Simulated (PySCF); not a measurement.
## Reproducing measurements on difluorosilane

**What was measured.**

NIST CCCBDB Release 22 (SRD 101), experimental dipoles lists, for the gas: dipole moment (microwave Stark effect, vibrational ground state) 1.54 ± 0.02 D.

The runs below try to reproduce these values; the comparison stands at the end.

Species: difluorosilane, F2H2Si.
Numbering: `[F:1][SiH2:2][F:3]` (hydrogens: H4, H5 on Si2)

Structure used (PBE0-D3(BJ)/def2-TZVP), in Å, numbered top down from 1:
```
atom  x, y, z in Å
F1    -1.1268   -0.9720    0.0143
Si2    0.1476   -0.0311    0.0770
F3     1.4369   -0.9397   -0.0856
H4     0.1897    0.6077    1.4049
H5     0.0905    0.9080   -1.0582
```

The PySCF runs (gas phase, on this PBE0-D3(BJ)/def2-TZVP geometry; no spin–orbit coupling):

```csv
level,job,basis functions,wall time
"PBE0-D3(BJ)/def2-TZVP, grid level 2",geometry optimisation from a GFN2-xTB start shaken at random,111,22 s
B97-2/pcSseg-2,shieldings,143,7.7 s
KT3/pcSseg-2,shieldings,143,11 s
PBE0/pcSseg-2,"shieldings, charges and field gradients",143,9.9 s
wB97X-D/pcSseg-2,shieldings,143,10 s
CAM-B3LYP/aug-cc-pVTZ,"10 singlets by full TDDFT, 4 Tamm–Dancoff triplets, polarisability",188,18 s
PBE0/aug-cc-pVTZ,"10 singlets by full TDDFT, 4 Tamm–Dancoff triplets, polarisability, dynamic polarisability",188,18 s
wB97X-D/aug-cc-pVTZ,"10 singlets by full TDDFT, 4 Tamm–Dancoff triplets, polarisability, ΔSCF ions",188,27 s
```

Hardware: an Arm Neoverse N1 with one thread, no GPU, shared host.

## Comparison

**Dipole moment.** Measured: 1.54 D (NIST CCCBDB Release 22 (SRD 101), experimental dipoles).

```csv
level,computed (D),computed − measured (D),% (from the printed values)
PBE0-D3(BJ)/def2-TZVP,1.47,-0.07,-5
B97-2/pcSseg-2,1.56,+0.02,+1
KT3/pcSseg-2,1.48,-0.06,-4
PBE0/pcSseg-2,1.58,+0.04,+3
wB97X-D/pcSseg-2,1.59,+0.05,+3
CAM-B3LYP/aug-cc-pVTZ,1.58,+0.04,+3
PBE0/aug-cc-pVTZ,1.53,-0.01,-1
wB97X-D/aug-cc-pVTZ,1.53,-0.01,-1
```

The computed dipoles belong to one fixed geometry; measured ones are averaged over vibrations unless marked μe. Magnitudes are compared, not signs.

No measured geometry was used, and the causes of the misses weren't examined.
